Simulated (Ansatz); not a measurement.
`CC(F)F` + CH₃OH → `COC(C)F` + H–F at 400 K and 1 bar (substitution at a C–F bond).

Calculated with Ansatz (gas phase, PBE0-D4/def2-TZVP geometries, no zero-point term in ΔE). CCSD(T)/CBS adds triple-zeta CCSD(T) − MP2 to the extrapolated MP2 energy (def2 sets, frozen cores). This one scheme is used for every species. One conformer a species, not always the lowest.

```json
{"species": "`CC(F)F`", "CCSD(T)/CBS energy (Eh)": "-278.09861", "H − E (kJ/mol)": "180.4", "S (J/(mol·K))": "302.7"}
{"species": "CH₃OH", "CCSD(T)/CBS energy (Eh)": "-115.61712", "H − E (kJ/mol)": "151.2", "S (J/(mol·K))": "252.6"}
{"species": "`COC(C)F`", "CCSD(T)/CBS energy (Eh)": "-293.32811", "H − E (kJ/mol)": "294.1", "S (J/(mol·K))": "349.7"}
{"species": "H–F", "CCSD(T)/CBS energy (Eh)": "-100.39570", "H − E (kJ/mol)": "36.5", "S (J/(mol·K))": "182.2"}
```

H − E and S are ideal-gas, rigid-rotor, harmonic terms from PBE0-D4/def2-TZVP, for one conformer and one mirror image of each species. 1 Eh = 2625.50 kJ/mol, R = 8.31446 J/(mol·K).

Task: By hand: ΔE, ΔH, ΔS and ΔG.

Result: ΔE = (-293.32811) + (-100.39570) − (-278.09861) − (-115.61712) = -0.00808 Eh = -21.2 kJ/mol. Δ(H − E) = 294.1 + 36.5 − 180.4 − 151.2 = -1.0, so ΔH = -22.2 kJ/mol. ΔS = 349.7 + 182.2 − 302.7 − 252.6 = -23.4 J/(mol·K). ΔG = -22.2 − 400 × (-23.4)/1000 = -12.8 kJ/mol.

Task: By hand: the equilibrium constant, and the temperature at which ΔG would vanish if ΔH and ΔS stayed fixed.

Result: log₁₀ K = −ΔG/(RT ln 10) = 1.7. ΔG = 0 at ΔH/ΔS = 949 K.

TΔS isn't small against ΔH here. A doubt of 5 kJ/mol in ΔE shifts log₁₀ K by 0.7 here. Other conformers and mirror images would add mixing entropy, several J/(mol·K) or more a flexible species. These are equilibria of isolated gas molecules and say nothing of rates. Largest T1 diagnostic: 0.011 (customary marks: 0.02 for closed shells, 0.045 for open ones).
